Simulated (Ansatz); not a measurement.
Basis-set series for `NC1=CN1`. Total charge 0; spin multiplicity 1. The geometry is a stationary point of PBE0-D4/def2-TZVP. It is one conformer, not always the lowest.

```xyz
8

N    -0.153    0.043   -1.357
C    -0.045   -0.089   -0.035
C    -0.285   -0.618    1.122
N     0.629    0.650    0.974
H     0.263    0.859   -1.772
H    -0.952   -0.350   -1.824
H    -1.052   -0.827    1.844
H     1.597    0.332    1.048
```

```
functional       basis  functions  energy (Eh)  HOMO (eV)  LUMO (eV)
   PBE0-D4  def2-TZVPP        180   -187.85582      -5.32       0.64
   PBE0-D4  def2-QZVPP        348   -187.86684      -5.38       0.34
   ωB97M-V  def2-TZVPP        180   -187.99867      -7.59       2.18
   ωB97M-V  def2-QZVPP        348   -188.00896      -7.64       1.46
```

Problem. Give the rows for def2-SVP. (Best estimate.)

Solution. Ansatz gave: 
```json
{"functional": "PBE0-D4", "basis": "def2-SVP", "functions": "76", "energy (Eh)": "-187.64041", "HOMO (eV)": "-5.09", "LUMO (eV)": "0.98"}
{"functional": "ωB97M-V", "basis": "def2-SVP", "functions": "76", "energy (Eh)": "-187.77481", "HOMO (eV)": "-7.34", "LUMO (eV)": "3.07"}
```

Positive LUMOs are unbound and depend on the basis.
